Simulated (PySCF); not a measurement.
Simulated outer-valence photoelectron spectrum of `[H]/N=C(/C)C#N`. The calculation used EOM-IP-CCSD/aug-cc-pVDZ in PySCF, restricted Hartree–Fock reference, frozen core, non-relativistic, gas phase, PBE0-D3(BJ)/def2-SVP geometry.

Each root has a Gaussian of 0.8 eV full width with its one-hole share as area; cross sections and vibrations are left out, and the highest printed point is 100.

ionisation energy (eV), intensity and a bar:
```
     10.0          0 
     10.2          1 
     10.4          6 ##
     10.6         17 #####
     10.8         33 ##########
     11.0         47 ##############
     11.2         50 ###############
     11.4         45 #############
     11.6         44 #############
     11.8         50 ###############
     12.0         51 ###############
     12.2         41 ############
     12.4         29 #########
     12.6         29 #########
     12.8         42 ############
     13.0         59 ##################
     13.2         73 ######################
     13.4         88 ##########################
     13.6        100 ##############################
     13.8         97 #############################
     14.0         75 #######################
     14.2         50 ###############
     14.4         41 ############
     14.6         47 ##############
     14.8         55 #################
     15.0         57 #################
     15.2         60 ##################
     15.4         71 #####################
     15.6         82 #########################
     15.8         82 #########################
     16.0         66 ####################
     16.2         42 ############
     16.4         20 ######
     16.6          7 ##
     16.8          2 
     17.0          0
```

Where are the maxima, and how many lines lie under the curve?

4 maxima, at 11.1, 11.9, 13.7 and 15.7 eV, from 8 lines. At this width some lines have no maximum of their own.

List the lines with their holes.

| E (eV) | leading hole (HF orbital) | area | Koopmans (eV) |
| --- | --- | --- | --- |
| 11.10 | HOMO-1 | 0.94 | 12.80 |
| 11.96 | HOMO | 0.95 | 12.10 |
| 13.06 | HOMO-2 | 0.95 | 13.52 |
| 13.66 | HOMO-5 | 0.92 | 16.17 |
| 13.82 | HOMO-3 | 0.95 | 14.25 |
| 14.80 | HOMO-4 | 0.96 | 15.67 |
| 15.53 | HOMO-7 | 0.94 | 17.05 |
| 15.92 | HOMO-6 | 0.94 | 16.85 |

The widest gap, 1.10 eV, lies between 11.96 and 13.06 eV. Only orbitals with −ε under 21 eV, eight at most, were ionised, so the high end of the curve may lack lines.
